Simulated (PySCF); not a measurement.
Compound: [AlH4]- (charge -1).
Structure used (PBE0-D3(BJ)/def2-SVP), in Å, numbered top down from 1:
```xyz
5
AlH4 angstrom
Al    -0.0003   -0.0001    0.0001
H      0.0118   -0.0207    1.6507
H      1.5522    0.0120   -0.5609
H     -0.7860    1.3523   -0.5278
H     -0.7777   -1.3434   -0.5620
```

Computed, not measured: PySCF 2.14.0, PBE0-D3(BJ)/def2-SVP geometry optimisation, gas phase.

(1) Which atoms are bound to Al1, and at what distances?

(2) What is the shape at Al1?

(3) What are the rotational constants (commonest isotopes, rigid rotor)?

## Answers

(1) 4 atoms: H5 1.651 Å, H3 1.651 Å, H2 1.651 Å, H4 1.651 Å.

(2) Tetrahedral: angles from 109.4° to 109.5°; τ4 = (360° − α − β)/141° = 1.00 with α and β the two widest (0 for a square, 1 for a tetrahedron).

(3) A = 69020, B = 69014, C = 68995 MHz: a spherical top.

Point group: Td (every atom within 0.08 Å of its image). Charge -1, singlet. The geometry's basis has no diffuse functions, a weakness for an anion. No frequency check.

On x86-64 server, one thread (shared host), this took 1.3 s of wall time. That covers the optimisation of the geometry.
